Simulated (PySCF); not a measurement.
C4H12P2.
SMILES: `PPC(C)(C)C`

Computed with PySCF at CAM-B3LYP/def2-SVPD, non-relativistic, on one gas-phase PBE0-D3(BJ)/def2-SVP geometry that isn't relaxed in the solvent. The solvent is an IEF-PCM continuum (cavity from Bondi-type radii × 1.2), and excitations are vertical TDDFT with non-equilibrium linear response and a frozen core. The model holds no explicit solvent molecules, cavitation or dispersion.

Gas-phase singlets (H = HOMO, L = LUMO):

| state | E (eV) | λ (nm) | f | leading configuration |
| --- | --- | --- | --- | --- |
| S1 | 5.586 | 222 | 0.141 | H→L 85% |
| S2 | 5.769 | 215 | 0.060 | H→L+1 88% |
| S3 | 6.117 | 203 | 0.023 | H→L+2 78% |
| S4 | 6.350 | 195 | 0.011 | H→L+4 48% |
| S5 | 7.185 | 173 | 0.051 | H→L+4 24% |

**Question.** What are the lowest 5 singlets in chloroform (ε = 4.711)?

**Answer.** 
```tsv
state	E (eV)	λ (nm)	f	leading configuration	change by rank (eV)
S1	5.550	223	0.283	H→L 90%	-0.036
S2	5.826	213	0.032	H→L+1 82%	+0.057
S3	6.163	201	0.031	H→L+2 73%	+0.046
S4	6.367	195	0.017	H→L+3 43%	+0.017
S5	7.236	171	0.091	H-1→L 34%	+0.051
```

**Question.** The ground-state energy changes by -0.073 eV from gas to chloroform. By how much does the total energy of gas-phase S1 change?

**Answer.** E(S1) = E(S0) + excitation energy, so it changes by -0.073 − 0.036 = -0.109 eV: it is lowered more than the ground state, which is what a red shift means. This is the vertical state, with the slow part of the continuum still set for S0.

**Question.** How do the frontier levels move from gas to chloroform?

**Answer.** 
| orbital | gas (eV) | solvent (eV) | change (eV) |
| --- | --- | --- | --- |
| LUMO+2 | 1.70 | 1.82 | +0.12 |
| LUMO+1 | 1.13 | 1.25 | +0.12 |
| LUMO | 0.92 | 1.03 | +0.11 |
| HOMO | -7.72 | -7.69 | +0.03 |
| HOMO-1 | -9.57 | -9.46 | +0.11 |
| HOMO-2 | -10.08 | -9.96 | +0.12 |
| HOMO-3 | -10.74 | -10.59 | +0.15 |

The HOMO–LUMO gap goes from 8.64 to 8.72 eV.

Shape of the structure used: `[CH3:1][C:2]([CH3:3])([CH3:4])[PH:5][PH2:6]`: C1–C2–P5–P6 54°, H–P6–P5–C2 -158°, H–P6–P5–C2 109°.
